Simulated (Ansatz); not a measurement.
Lattice parameter a (Å) of solids drawn from the class of intermetallic compounds, at two levels: PBE in Ansatz (PAW), and PBEsol (Ansatz, an electronic-structure program, PAW).

```tsv
solid	PBE	PBEsol
fluorite PtAl2	5.946	5.896
antifluorite Mg2Ge	6.422	?
L1₂ (Cu3Au-type) Cu3Au	3.780	3.713
L1₂ (Cu3Au-type) Pt3Ti	3.948	3.900
CsCl-type PdIn	3.306	3.247
CsCl-type RuAl	3.004	2.976
L1₂ (Cu3Au-type) Al3Sc	4.106	4.072
antifluorite Mg2Sn	6.816	6.745
fluorite AuAl2	6.061	6.003
CsCl-type CuZn	2.964	2.909
```

**Question.** Estimate the withheld PBEsol value from the other rows.

**Answer.** One way: carry over the typical ratio. The ratios PBEsol / PBE of the other rows, in order: 0.9814, 0.9822, 0.9823, 0.9878, 0.9896, 0.9904, 0.9907, 0.9916, 0.9917; median 0.9896. Antifluorite Mg2Ge: 6.422 × 0.9896 = 6.355 Å; the run gives 6.364 Å. The ratios spread from 0.9814 to 0.9917, so such an estimate is rough.

Over all 10 rows PBEsol is the larger in 0.

Ansatz's runs of these crystals have no spin polarisation.

Spin–orbit coupling is left out, also for the solids with elements from indium on (fluorite PtAl2, L1₂ (Cu3Au-type) Cu3Au, L1₂ (Cu3Au-type) Pt3Ti, CsCl-type PdIn, antifluorite Mg2Sn, fluorite AuAl2); its size isn't shown.

Caveats: the gap of the solid is closed in this run (antifluorite Mg2Sn). Ansatz's density-functional and Hartree–Fock values are scalar-relativistic unless marked +SOC, with PAW data made under PBE.
